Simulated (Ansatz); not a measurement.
# C5H5F: up Jacob's ladder to CCSD(T)

An exercise on one series of results from a longer session: the logs are not shown, and one member is left open.

Method: functionals in def2-TZVPP, the program's frozen cores in correlated methods; program: Ansatz 0.2.0, Gaussian basis.

The runs, in order: PBE-D4, r2SCAN-D4, PBE0-D4, B3LYP-D4, ωB97X-V, ωB97M-V, B2PLYP; CCSD(T)/def2-TZVPP; MP2/def2-QZVPP; extrapolation to the limit.

## Structure used throughout

The geometry comes from an earlier relaxation with PBE0-D4 in a triple-zeta def2 set; it is a stationary point, not always the lowest conformer.

11 atoms, charge 0, spin multiplicity 1.

Atoms are counted from 1 here; the program's logs count them from 0.

Bond lengths: C1–C2 1.326 Å, C1–H7 1.082 Å, C1–H8 1.080 Å, C2–F3 1.345 Å, C2–C4 1.417 Å, C4–C5 1.204 Å, C5–C6 1.447 Å, C6–H9 1.093 Å, C6–H10 1.093 Å, C6–H11 1.093 Å. Angles: C2–C1–H7 120.6°, C2–C1–H8 119.7°, H7–C1–H8 119.7°, C1–C2–F3 119.8°, C1–C2–C4 126.7°, F3–C2–C4 113.6°, C2–C4–C5 179.3°, C4–C5–C6 179.9°, C5–C6–H9 110.9°, C5–C6–H10 110.6°, C5–C6–H11 110.9°, H9–C6–H10 108.1°, H9–C6–H11 108.1°, H10–C6–H11 108.1°.

The first run:

in.yaml

```yaml
crystal:
  periodic: [false, false, false]
  atoms:
    - {symbol: C, position_ang: [0.186382, -2.497436, 0.536244]}
    - {symbol: C, position_ang: [0.851762, -1.406708, 0.180647]}
    - {symbol: F, position_ang: [2.180343, -1.470582, -0.022179]}
    - {symbol: C, position_ang: [0.309326, -0.114070, -0.023068]}
    - {symbol: C, position_ang: [-0.138549, 0.989288, -0.199473]}
    - {symbol: C, position_ang: [-0.678548, 2.314448, -0.411023]}
    - {symbol: H, position_ang: [0.702095, -3.439483, 0.665057]}
    - {symbol: H, position_ang: [-0.879875, -2.445153, 0.698733]}
    - {symbol: H, position_ang: [-1.166003, 2.686477, 0.493814]}
    - {symbol: H, position_ang: [0.115444, 3.014841, -0.680996]}
    - {symbol: H, position_ang: [-1.416776, 2.311277, -1.217156]}
basis:
  gaussian: {orbitals: def2-TZVPP}
hamiltonian: {xc: pbe, dispersion: d4}
output: {forces: true, orbitals: {seedname: orbitals}}
```

The run is started by

```
$ ansatz run in.yaml --threads 4 --pin off --events-out ev --progress --plain --max-ram 10444MiB
```

Steps of the session up to this table: PBE-D4 (GGA); r2SCAN-D4 (meta-GGA); PBE0-D4 (hybrid); B3LYP-D4 (hybrid); ωB97X-V (range-separated); ωB97M-V (range-separated); B2PLYP (double hybrid); CCSD(T) in def2-TZVPP; MP2 in def2-QZVPP.

One table of the session follows, with a row left open; its other results are not shown here.

| method | atomisation energy (kJ/mol) |
| --- | --- |
| PBE-D4 | ? |
| r2SCAN-D4 | 4890.3 |
| PBE0-D4 | 4922.0 |
| B3LYP-D4 | 4870.2 |
| ωB97X-V | 4849.5 |
| ωB97M-V | 4870.0 |
| B2PLYP | 4831.5 |
| HF/def2-TZVPP | 3538.6 |
| MP2/def2-TZVPP | 4863.4 |
| CCSD/def2-TZVPP | 4637.7 |
| CCSD(T)/def2-TZVPP | 4728.2 |
| MP2/CBS | 4980.1 |
| CCSD(T)/CBS | 4844.9 |

**Question.** Estimate the row for PBE-D4.

As computed: atomisation energy (kJ/mol): 5047.9. In the column «atomisation energy (kJ/mol)» it is the highest.
